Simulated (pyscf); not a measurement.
Structures and frequencies: ωB97X-D3(BJ)/def2-SVP in PySCF.

**Question.** For the elementary gas-phase step H₃Si–Si•(SiH₃)–SiH₃ + F–CH₂–F -> F–Si(SiH₃)(SiH₃)–SiH₃ + •H₂C–F (doublet surface; C–F broken, F–Si formed), what barrier and reaction energy does ωB97M-D3(BJ)/def2-TZVP give, measured from the separated reactants?

**Answer.** ΔE‡ = 29.4 kcal/mol, ΔE = -15.3 kcal/mol. Zero-point energy shifts the barrier by -2.0 kcal/mol. It is an atom transfer, with an imaginary mode of 1097i cm⁻¹. This is the saddle that the search found; another between the same sides may lie lower. The angle at the transferred F is 158°.
